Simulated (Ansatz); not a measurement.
Frontier orbitals of C₄H₉FO (`COCCCF`).

Z-matrix (Å, degrees):
```
C
O 1 1.400
H 1 1.090 2 107.7
H 1 1.099 2 111.5 3 -119.4
H 1 1.099 2 111.5 3 119.4
C 2 1.405 1 112.5 3 -179.8
C 6 1.511 2 109.1 1 179.7
H 6 1.103 2 109.9 1 -59.0
H 6 1.100 2 110.2 1 58.7
C 7 1.509 6 112.2 2 62.0
H 7 1.094 6 108.9 2 -177.1
H 7 1.093 6 109.6 2 -59.7
F 10 1.385 7 109.8 6 177.3
H 10 1.096 7 111.1 6 58.4
H 10 1.092 7 111.3 6 -63.2
```

Charge 0, multiplicity 1. Geometry: relaxed with PBE0-D4/def2-TZVP. It is one conformer, not always the lowest. Basis def2-TZVPP, Ansatz 0.2.0.

```json
{"functional": "PBE", "HOMO (eV)": "-6.05", "LUMO (eV)": "0.29", "gap (eV)": "6.34"}
{"functional": "BLYP", "HOMO (eV)": "-5.99", "LUMO (eV)": "0.29", "gap (eV)": "6.28"}
{"functional": "B97M-V", "HOMO (eV)": "-6.57", "LUMO (eV)": "0.44", "gap (eV)": "7.01"}
{"functional": "PBE0", "HOMO (eV)": "-7.65", "LUMO (eV)": "1.12", "gap (eV)": "8.77"}
{"functional": "r2SCAN0", "HOMO (eV)": "-7.89", "LUMO (eV)": "1.58", "gap (eV)": "9.47"}
{"functional": "BHLYP", "HOMO (eV)": "-9.24", "LUMO (eV)": "1.73", "gap (eV)": "10.97"}
{"functional": "LC-ωPBE", "HOMO (eV)": "-10.41", "LUMO (eV)": "3.21", "gap (eV)": "13.62"}
{"functional": "ωB97M-V", "HOMO (eV)": "-10.07", "LUMO (eV)": "2.60", "gap (eV)": "12.67"}
{"functional": "HF", "HOMO (eV)": "-11.72", "LUMO (eV)": "3.71", "gap (eV)": "15.43"}
```

From PBE to PBE0 the HOMO moves by −1.60 eV and the LUMO by +0.83 eV, and with ωB97M-V by −4.02 and +2.31 eV, so the gap grows from 6.34 to 12.68 eV with exact exchange. A positive LUMO is unbound and depends on the basis.

LC-ωPBE has ω = 0.4 bohr⁻¹.
